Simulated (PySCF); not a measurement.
Predicted microwave data (PBE0-D3(BJ)/def2-SVP geometry optimisation, gas phase in PySCF) for one isomer of C4H5 (doublet):

* Rotational constants: A = 28177, B = 4878, C = 4386 MHz
* Dipole components: |μa| = 1.50 D, |μb| = 0.47 D, |μc| = 0.00 D
* Inertial defect: -6.31 u·Å²
* κ: -0.96

Task: Which candidate fits, each taken in the one conformer that was computed?
A. `C#C[CH]C` [radical]
B. `[C]#CCC` [radical]

Result: B. It is [C]#CCC, a near-prolate asymmetric top, point group Cs. The candidates at the same level (rigid rotor, commonest isotopes):

```json
{"SMILES": "[C]#CCC", "A (MHz)": "28177", "B (MHz)": "4878", "C (MHz)": "4386", "μa (D)": "1.50", "μb (D)": "0.47", "μc (D)": "0.00", "Δ (u·Å²)": "-6.31", "point group": "Cs", "rotor": "near-prolate asymmetric top"}
{"SMILES": "C#C[CH]C", "A (MHz)": "38735", "B (MHz)": "4403", "C (MHz)": "4053", "μa (D)": "0.59", "μb (D)": "0.09", "μc (D)": "0.05", "Δ (u·Å²)": "-3.15", "point group": "near Cs", "rotor": "near-prolate asymmetric top"}
```

`C#C[CH]C` has A 37 % too high. In the right answer the mirror of this Cs structure is the ab plane, so μc vanishes by symmetry. No structure here is proved a minimum.
